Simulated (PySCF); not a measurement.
Molecule: 1-Butyne, C4H6.

Molfile (atoms numbered from 1):
```
C4H6
     RDKit          3D

 10  9  0  0  0  0  0  0  0  0999 V2000
    2.2980    0.0452    0.1848 C   0  0  0  0  0  0  0  0  0  0  0  0
    1.1283   -0.2692    0.1828 C   0  0  0  0  0  0  0  0  0  0  0  0
   -0.2867   -0.6214    0.1715 C   0  0  0  0  0  0  0  0  0  0  0  0
   -1.1940    0.5256   -0.2695 C   0  0  0  0  0  0  0  0  0  0  0  0
    3.3368    0.3178    0.1886 H   0  0  0  0  0  0  0  0  0  0  0  0
   -0.5742   -0.9634    1.1806 H   0  0  0  0  0  0  0  0  0  0  0  0
   -0.4292   -1.4918   -0.4918 H   0  0  0  0  0  0  0  0  0  0  0  0
   -2.2476    0.2096   -0.2607 H   0  0  0  0  0  0  0  0  0  0  0  0
   -0.9426    0.8573   -1.2875 H   0  0  0  0  0  0  0  0  0  0  0  0
   -1.0887    1.3909    0.4012 H   0  0  0  0  0  0  0  0  0  0  0  0
  1  2  3  0
  2  3  1  0
  3  4  1  0
  1  5  1  0
  3  6  1  0
  3  7  1  0
  4  8  1  0
  4  9  1  0
  4 10  1  0
M  END
```

Geometry PBE0-D3(BJ)/def2-SVP throughout; GIAO in PySCF 2.14.0 with density-fitted response routines, gas phase, one conformer, non-relativistic; equivalent atoms averaged; basis pcSseg-2.

(1) How do the absolute shieldings σ depend on the functional? (ppm; last column core-seconds on shared hosts with different chips, so compare them loosely)

(2) Which nucleus moves most, in ppm?

Answers

(1) 
| functional | kind | C2 | C1 | C4 | C3 | H5 | H6/H7 | H8/H9/H10 | core-s |
| --- | --- | --- | --- | --- | --- | --- | --- | --- | --- |
| HF | Hartree–Fock | 102.6 | 114.9 | 174.5 | 178.8 | 29.50 | 29.65 | 30.50 | 4.4 |
| LDA | LDA | 83.3 | 104.4 | 166.1 | 165.0 | 29.37 | 28.41 | 29.70 | 12 |
| PBE | GGA | 88.5 | 108.9 | 163.2 | 162.4 | 29.70 | 28.82 | 30.06 | 15 |
| BLYP | GGA | 85.4 | 107.4 | 157.8 | 157.3 | 29.86 | 29.00 | 30.21 | 15 |
| BP86 | GGA | 89.0 | 109.0 | 162.9 | 162.2 | 29.73 | 28.89 | 30.12 | 15 |
| OPBE | GGA | 97.0 | 115.3 | 168.1 | 166.8 | 29.72 | 28.84 | 30.10 | 15 |
| KT2 | GGA | 98.9 | 117.5 | 165.7 | 165.2 | 29.42 | 28.74 | 30.05 | 16 |
| KT3 | GGA | 99.9 | 118.5 | 163.9 | 163.2 | 29.66 | 28.92 | 30.20 | 14 |
| B97-D | GGA | 92.7 | 112.7 | 161.9 | 161.4 | 29.85 | 29.03 | 30.24 | 14 |
| B3LYP | global hybrid | 88.5 | 108.1 | 162.3 | 162.9 | 29.77 | 29.11 | 30.23 | 9.1 |
| PBE0 | global hybrid | 92.4 | 110.1 | 168.1 | 168.5 | 29.62 | 29.01 | 30.13 | 10 |
| mPW1PW91 | global hybrid | 92.2 | 109.7 | 167.3 | 167.7 | 29.67 | 29.06 | 30.18 | 10 |
| WP04 | global hybrid | 89.1 | 104.8 | 154.2 | 153.7 | 30.11 | 29.42 | 30.48 | 16 |
| B97-2 | global hybrid | 94.8 | 112.3 | 166.9 | 167.2 | 29.73 | 29.11 | 30.23 | 33 |
| BHandHLYP | global hybrid | 93.4 | 109.9 | 167.5 | 169.5 | 29.63 | 29.28 | 30.29 | 16 |
| CAM-B3LYP | range-separated hybrid | 89.4 | 107.8 | 166.3 | 167.7 | 29.63 | 29.17 | 30.18 | 21 |
| wB97X-D | range-separated hybrid | 92.3 | 109.4 | 168.1 | 169.3 | 29.65 | 29.23 | 30.24 | 20 |
| LC-wPBE | range-separated hybrid | 92.3 | 107.7 | 173.2 | 174.5 | 29.63 | 29.31 | 30.23 | 28 |

(2) C3 (propargylic sp3 CH2): from 153.7 ppm with WP04 to 178.8 ppm with HF. The smallest spread is 0.74 ppm, at H5. Proton shifts span only some 12 ppm, so a few tenths of a ppm matter as much there as several ppm in carbon.
